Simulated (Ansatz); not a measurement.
A made-up structure of CH$_{4}$BO (charge -1), singlet:

C1  (-0.562, 0.378, -0.176)
B2  (0.769, -0.494, 0.171)
O3  (0.178, 1.500, 0.250)
H4  (-1.473, -0.215, -0.005)
H5  (-0.570, 0.732, -1.214)
H6  (-0.644, 1.251, 0.490)
H7  (0.757, -0.885, 1.380)
(Å)

It is relaxed with PBE-D4/def2-SVPD and then PBE0-D4/def2-TZVPD (Ansatz 0.2.0). Atoms count as bonded within 1.22 times the sum of their covalent radii (H–H: 0.88 Å). The end point is not checked to be a true minimum.

Does its bonding change? (A judgement: the text doesn't fix the answer.)

The calculation gives: Yes. Formed: none; broken: C1–H6.

Where it ends: The first stage lowers the energy by 5.44 eV in 17 steps. It ends as CH₄BO ([BH][CH2][OH]), total charge -1:
| atom | x (Å) | y (Å) | z (Å) |
| --- | --- | --- | --- |
| C1 | -0.5072 | 0.2639 | -0.3368 |
| B2 | 0.4331 | -0.8598 | 0.2437 |
| O3 | -0.6482 | 1.5356 | 0.3760 |
| H4 | -1.5152 | -0.1655 | -0.4605 |
| H5 | -0.1682 | 0.4874 | -1.3622 |
| H6 | -0.0676 | 1.4068 | 1.1357 |
| H7 | 0.9295 | -0.4011 | 1.3002 |

Labels in which every atom is bracketed show which atoms are joined, not bond orders.

For scale, one of the runs: PBE0-D4/def2-TZVPD relaxation, 150 basis functions, launched by `ansatz run in.yaml --threads 2 --pin off --events-out ev --progress --plain --max-ram 4352MiB`. The run took about 38 s on 2 CPU threads of an Arm Neoverse V2 (shared host).
